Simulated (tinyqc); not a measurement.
Inside a calculation (part 2 of 2). Method: RKS/BP86 in the sto-6g basis, for BH2+, spin multiplicity 1. Computed by tinyqc, a small Python program that keeps every step (integrals from PySCF). Command: `OMP_NUM_THREADS=1 python tinyqc.py 22878 22879 out.jsonl` (the two numbers bound the seeds that draw the settings). One thread of a shared host (Intel(R) Xeon(R) Processor @ 2.60GHz), about 1 s of CPU time with the checks.

Geometry (angstrom):
```
atom         x          y         z
B     0.000000   0.000000  0.000000
H     0.000000   1.498000  0.626000
H     0.000000  -1.498000  0.626000
```

## Iteration 2: building the Kohn-Sham matrix

D after iteration 1:
```
            1B 1s      1B 2s    1B 2px     1B 2py     1B 2pz      2H 1s      3H 1s
1B 1s    2.110340  -0.399953  0.000000   0.000000  -0.013228  -0.114551  -0.114551
1B 2s   -0.399953   1.460575  0.000000   0.000000   0.050685   0.386652   0.386652
1B 2px   0.000000   0.000000  0.000000   0.000000   0.000000   0.000000   0.000000
1B 2py   0.000000   0.000000  0.000000   0.401023   0.000000   0.461718  -0.461718
1B 2pz  -0.013228   0.050685  0.000000   0.000000   0.001759   0.013415   0.013415
2H 1s   -0.114551   0.386652  0.000000   0.461718   0.013415   0.633992  -0.429204
3H 1s   -0.114551   0.386652  0.000000  -0.461718   0.013415  -0.429204   0.633992
```

core Hamiltonian H = T + V (hartree):
```
             1B 1s      1B 2s     1B 2px     1B 2py     1B 2pz      2H 1s      3H 1s
1B 1s   -13.096358  -3.250747   0.000000   0.000000  -0.008094  -0.319344  -0.319344
1B 2s    -3.250747  -4.023493   0.000000   0.000000  -0.076064  -0.958670  -0.958670
1B 2px    0.000000   0.000000  -3.230991   0.000000   0.000000   0.000000   0.000000
1B 2py    0.000000   0.000000   0.000000  -3.337742   0.000000  -0.915786   0.915786
1B 2pz   -0.008094  -0.076064   0.000000   0.000000  -3.249633  -0.390109  -0.390109
2H 1s    -0.319344  -0.958670   0.000000  -0.915786  -0.390109  -2.273487  -0.078334
3H 1s    -0.319344  -0.958670   0.000000   0.915786  -0.390109  -0.078334  -2.273487
```

nuclear repulsion = 3.43603282 hartree

V_xc (hartree):
```
            1B 1s      1B 2s     1B 2px     1B 2py     1B 2pz      2H 1s      3H 1s
1B 1s   -1.898961  -0.248844   0.000000   0.000000  -0.001244  -0.026287  -0.026287
1B 2s   -0.248844  -0.407320   0.000000   0.000000  -0.017953  -0.108418  -0.108418
1B 2px   0.000000   0.000000  -0.383941   0.000000   0.000000   0.000000   0.000000
1B 2py   0.000000   0.000000   0.000000  -0.449815   0.000000  -0.120833   0.120833
1B 2pz  -0.001244  -0.017953   0.000000   0.000000  -0.388209  -0.049853  -0.049853
2H 1s   -0.026287  -0.108418   0.000000  -0.120833  -0.049853  -0.424523  -0.007591
3H 1s   -0.026287  -0.108418   0.000000   0.120833  -0.049853  -0.007591  -0.424523
```

E_xc = sum of w rho eps_xc = -4.31114306 hartree

Given earlier and not repeated: Two-electron integrals (ij|kl) in chemists' order.

J_ij = sum D_kl (ij|kl); F = H + J + V_xc; E = tr D H + tr D J / 2 + E_xc + E_nn.

Coulomb J (hartree):
```
           1B 1s     1B 2s    1B 2px     1B 2py    1B 2pz     2H 1s      3H 1s
1B 1s   8.032319  1.514288  0.000000   0.000000  0.012479  0.150542   0.150542
1B 2s   1.514288  3.239579  0.000000   0.000000  0.088902  0.756188   0.756188
1B 2px  0.000000  0.000000  3.193023   0.000000  0.000000  0.000000   0.000000
1B 2py  0.000000  0.000000  0.000000   3.318090  0.000000  0.778663  -0.778663
1B 2pz  0.012479  0.088902  0.000000   0.000000  3.207620  0.332594   0.332594
2H 1s   0.150542  0.756188  0.000000   0.778663  0.332594  2.215539   0.056852
3H 1s   0.150542  0.756188  0.000000  -0.778663  0.332594  0.056852   2.215539
```

Kohn-Sham matrix F (hartree):
```
            1B 1s      1B 2s     1B 2px     1B 2py     1B 2pz      2H 1s      3H 1s
1B 1s   -6.963001  -1.985303   0.000000   0.000000   0.003141  -0.195089  -0.195089
1B 2s   -1.985303  -1.191234   0.000000   0.000000  -0.005116  -0.310900  -0.310900
1B 2px   0.000000   0.000000  -0.421909   0.000000   0.000000   0.000000   0.000000
1B 2py   0.000000   0.000000   0.000000  -0.469467   0.000000  -0.257956   0.257956
1B 2pz   0.003141  -0.005116   0.000000   0.000000  -0.430222  -0.107369  -0.107369
2H 1s   -0.195089  -0.310900   0.000000  -0.257956  -0.107369  -0.482471  -0.029074
3H 1s   -0.195089  -0.310900   0.000000   0.257956  -0.107369  -0.029074  -0.482471
```

total energy of this density = -25.43846780 hartree

## Iteration 2: diagonalisation and new density

X:
```
            1B 1s      1B 2s    1B 2px     1B 2py     1B 2pz      2H 1s      3H 1s
1B 1s    1.029249  -0.148446  0.000000   0.000000  -0.004263   0.018558   0.018558
1B 2s   -0.148446   1.100269  0.000000   0.000000   0.031548  -0.162167  -0.162167
1B 2px   0.000000   0.000000  1.000000   0.000000   0.000000   0.000000   0.000000
1B 2py   0.000000   0.000000  0.000000   1.081304   0.000000  -0.175046   0.175046
1B 2pz  -0.004263   0.031548  0.000000   0.000000   1.013726  -0.070922  -0.070922
2H 1s    0.018558  -0.162167  0.000000  -0.175046  -0.070922   1.082347  -0.011593
3H 1s    0.018558  -0.162167  0.000000   0.175046  -0.070922  -0.011593   1.082347
```

overlap S:
```
           1B 1s     1B 2s    1B 2px     1B 2py    1B 2pz     2H 1s      3H 1s
1B 1s   1.000000  0.264891  0.000000   0.000000  0.000000  0.025816   0.025816
1B 2s   0.264891  1.000000  0.000000   0.000000  0.000000  0.281256   0.281256
1B 2px  0.000000  0.000000  1.000000   0.000000  0.000000  0.000000   0.000000
1B 2py  0.000000  0.000000  0.000000   1.000000  0.000000  0.302680  -0.302680
1B 2pz  0.000000  0.000000  0.000000   0.000000  1.000000  0.126487   0.126487
2H 1s   0.025816  0.281256  0.000000   0.302680  0.126487  1.000000   0.021848
3H 1s   0.025816  0.281256  0.000000  -0.302680  0.126487  0.021848   1.000000
```

A level shift of 1 hartree raises the virtual space: F + shift (S - S D(s) S), with D(s) the density of one spin (D/2). Diagonalise F' = X^T F X, C = X C', fill 3 alpha and 3 beta electrons from the bottom; D = 2 C_occ C_occ^T. Each column has its largest component positive (the first on a tie).

F' = X^T F X (hartree):
```
           1          2         3          4          5          6          7
1  -6.803209  -1.024817  0.000000   0.000000   0.000796   0.042546   0.042546
2  -1.024817  -0.530306  0.000000   0.000000  -0.019325  -0.422032  -0.422032
3   0.000000   0.000000  0.578091   0.000000   0.000000   0.000000   0.000000
4   0.000000   0.000000  0.000000   0.261402   0.000000  -0.484088   0.484088
5   0.000796  -0.019325  0.000000   0.000000   0.582480  -0.076611  -0.076611
6   0.042546  -0.422032  0.000000  -0.484088  -0.076611   0.170396   0.186961
7   0.042546  -0.422032  0.000000   0.484088  -0.076611   0.186961   0.170396
```

orbital energies (hartree): MO1 -6.966555, MO2 -0.708553, MO3 -0.576150, MO4 0.539931, MO5 0.578091, MO6 0.741497, MO7 0.820987

coefficients C:
```
              MO1        MO2        MO3        MO4       MO5        MO6        MO7
1B 1s    0.993079  -0.257795   0.000000   0.090394  0.000000   0.145809   0.000000
1B 2s    0.025819   0.852159   0.000000  -0.371600  0.000000  -0.649070   0.000000
1B 2px   0.000000   0.000000   0.000000   0.000000  1.000000   0.000000   0.000000
1B 2py   0.000000   0.000000   0.492654   0.000000  0.000000   0.000000   0.993877
1B 2pz   0.000661   0.033209   0.000000   0.839880  0.000000  -0.576378   0.000000
2H 1s   -0.003679   0.228034   0.488133   0.281183  0.000000   0.688370  -0.625075
3H 1s   -0.003679   0.228034  -0.488133   0.281183  0.000000   0.688370   0.625075
```

D after iteration 2:
```
            1B 1s      1B 2s    1B 2px     1B 2py     1B 2pz      2H 1s      3H 1s
1B 1s    2.105330  -0.388083  0.000000   0.000000  -0.015809  -0.124879  -0.124879
1B 2s   -0.388083   1.453682  0.000000   0.000000   0.056634   0.388452   0.388452
1B 2px   0.000000   0.000000  0.000000   0.000000   0.000000   0.000000   0.000000
1B 2py   0.000000   0.000000  0.000000   0.485417   0.000000   0.480962  -0.480962
1B 2pz  -0.015809   0.056634  0.000000   0.000000   0.002207   0.015141   0.015141
2H 1s   -0.124879   0.388452  0.000000   0.480962   0.015141   0.580575  -0.372522
3H 1s   -0.124879   0.388452  0.000000  -0.480962   0.015141  -0.372522   0.580575
```

## Iteration 39 (converged): orbitals

converged F (hartree):
```
            1B 1s      1B 2s     1B 2px     1B 2py     1B 2pz      2H 1s      3H 1s
1B 1s   -6.916844  -1.973212   0.000000   0.000000   0.004058  -0.193922  -0.193922
1B 2s   -1.973212  -1.162551   0.000000   0.000000  -0.004481  -0.307016  -0.307016
1B 2px   0.000000   0.000000  -0.392140   0.000000   0.000000   0.000000   0.000000
1B 2py   0.000000   0.000000   0.000000  -0.442682   0.000000  -0.255149   0.255149
1B 2pz   0.004058  -0.004481   0.000000   0.000000  -0.400727  -0.106134  -0.106134
2H 1s   -0.193922  -0.307016   0.000000  -0.255149  -0.106134  -0.488127  -0.028770
3H 1s   -0.193922  -0.307016   0.000000   0.255149  -0.106134  -0.028770  -0.488127
```

Diagonalise F' = X^T F X, C = X C', fill 3 alpha and 3 beta electrons from the bottom; D = 2 C_occ C_occ^T. Each column has its largest component positive (the first on a tie).

F' = X^T F X (hartree):
```
           1          2          3          4          5          6          7
1  -6.761836  -0.989801   0.000000   0.000000  -0.004063   0.001503   0.001503
2  -0.989801  -0.740539   0.000000   0.000000   0.025522  -0.122122  -0.122122
3   0.000000   0.000000  -0.392140   0.000000   0.000000   0.000000   0.000000
4   0.000000   0.000000   0.000000  -0.352567   0.000000  -0.145696   0.145696
5  -0.004063   0.025522   0.000000   0.000000  -0.385041  -0.059444  -0.059444
6   0.001503  -0.122122   0.000000  -0.145696  -0.059444  -0.395193  -0.013784
7   0.001503  -0.122122   0.000000   0.145696  -0.059444  -0.013784  -0.395193
```

orbital energies (hartree): MO1 -6.920467, MO2 -0.688684, MO3 -0.573537, MO4 -0.437416, MO5 -0.392140, MO6 -0.249827, MO7 -0.160439

coefficients C:
```
              MO1        MO2        MO3        MO4       MO5        MO6        MO7
1B 1s    0.992881  -0.248407   0.000000   0.112146  0.000000   0.148329   0.000000
1B 2s    0.026658   0.812191   0.000000  -0.451039  0.000000  -0.649937   0.000000
1B 2px   0.000000   0.000000   0.000000   0.000000  1.000000   0.000000   0.000000
1B 2py   0.000000   0.000000   0.556369   0.000000  0.000000   0.000000   0.959664
1B 2pz   0.000440   0.050972   0.000000   0.799457  0.000000  -0.630066   0.000000
2H 1s   -0.004408   0.263612   0.446366   0.313027  0.000000   0.661388  -0.655553
3H 1s   -0.004408   0.263612  -0.446366   0.313027  0.000000   0.661388   0.655553
```

D after iteration 39:
```
            1B 1s      1B 2s    1B 2px     1B 2py     1B 2pz      2H 1s      3H 1s
1B 1s    2.095036  -0.350571  0.000000   0.000000  -0.024449  -0.139719  -0.139719
1B 2s   -0.350571   1.320730  0.000000   0.000000   0.082821   0.427972   0.427972
1B 2px   0.000000   0.000000  0.000000   0.000000   0.000000   0.000000   0.000000
1B 2py   0.000000   0.000000  0.000000   0.619092   0.000000   0.496688  -0.496688
1B 2pz  -0.024449   0.082821  0.000000   0.000000   0.005197   0.026870   0.026870
2H 1s   -0.139719   0.427972  0.000000   0.496688   0.026870   0.537507  -0.259464
3H 1s   -0.139719   0.427972  0.000000  -0.496688   0.026870  -0.259464   0.537507
```

## Convergence

Stop when the energy changes by less than 1e-09 hartree and every element of the error matrix X^T (F D S - S D F) X is below 9e-06.

Course of the cycle:
```
iteration   E (hartree)     change  largest element of the error matrix
1          -23.40260869          -                             2.04e-01
2          -25.43846780  -2.04e+00                             8.81e-02
3          -25.44792511  -9.46e-03                             4.60e-02
4          -25.45075700  -2.83e-03                             3.10e-02
5          -25.45215608  -1.40e-03                             2.11e-02
6          -25.45288056  -7.24e-04                             1.45e-02
7          -25.45326294  -3.82e-04                             1.00e-02
8          -25.45346593  -2.03e-04                             6.68e-03
9          -25.45357571  -1.10e-04                             4.42e-03
10         -25.45363600  -6.03e-05                             3.79e-03
11         -25.45367007  -3.41e-05                             3.20e-03
12         -25.45368967  -1.96e-05                             2.68e-03
13         -25.45370120  -1.15e-05                             2.23e-03
14         -25.45370810  -6.91e-06                             1.84e-03
...                 ...        ...                                  ...
26         -25.45371928  -2.85e-08                             1.49e-04
27         -25.45371930  -1.83e-08                             1.19e-04
28         -25.45371931  -1.18e-08                             9.58e-05
29         -25.45371932  -7.55e-09                             7.69e-05
30         -25.45371932  -4.85e-09                             6.16e-05
31         -25.45371932  -3.11e-09                             4.94e-05
32         -25.45371933  -1.99e-09                             3.96e-05
33         -25.45371933  -1.28e-09                             3.17e-05
34         -25.45371933  -8.20e-10                             2.54e-05
35         -25.45371933  -5.25e-10                             2.03e-05
36         -25.45371933  -3.37e-10                             1.63e-05
37         -25.45371933  -2.16e-10                             1.30e-05
38         -25.45371933  -1.38e-10                             1.04e-05
39         -25.45371933  -8.84e-11                             8.33e-06
```

PySCF RKS in the same basis, fine grid = -25.45321275 hartree

Converged in 39 iterations. The coarse grid moves the energy by -5.07e-04 hartree.

## Populations, bond orders and dipole

Mulliken: Z minus the diagonal of D S on the atom; Loewdin: the same with S^(1/2) D S^(1/2); Mayer order: 2 sum_s sum (D(s) S)_ij (D(s) S)_ji over the two atoms.

Charges (e):
```
atom  Mulliken   Loewdin
1B    0.604673  0.645227
2H    0.197663  0.177387
3H    0.197663  0.177387
```

Mayer bond orders:
```
pair     order
2-1   0.883703
3-1   0.883703
3-2   0.077226
```

dipole moment about the origin, x y z (debye): 0.000000  0.000000  0.556356
